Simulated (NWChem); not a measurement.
**Lowest excitation of methanol (CH4O)**

```xyz
6

C      0.6125    -0.2314     0.0000
O     -0.6650     0.3583     0.0000
H      0.8066    -0.8558     0.8960
H      1.3548     0.5819     0.0000
H      0.8066    -0.8558    -0.8960
H     -1.3230    -0.3478     0.0000
```
Charge 0, spin multiplicity 1.

Everything below was run with NWChem. The geometry was optimised at B3LYP/def2-SVP, a minimum by its harmonic frequencies.

Basis set: aug-cc-pVDZ.

The correlated methods keep 2 core orbitals frozen. B3LYP has NWChem's definition, with VWN1-RPA local correlation. Coupled-cluster values serve here as a point of comparison, not as the truth.

### Question
For the lowest vertical singlet excitation energy, CIS gives 8.05 eV and EOM-CCSD gives 6.72 eV. What do TD-PBE, TD-B3LYP, TDA-PBE0 give?

### Answer
TD-PBE: 5.64 eV; TD-B3LYP: 6.20 eV; TDA-PBE0: 6.46 eV.
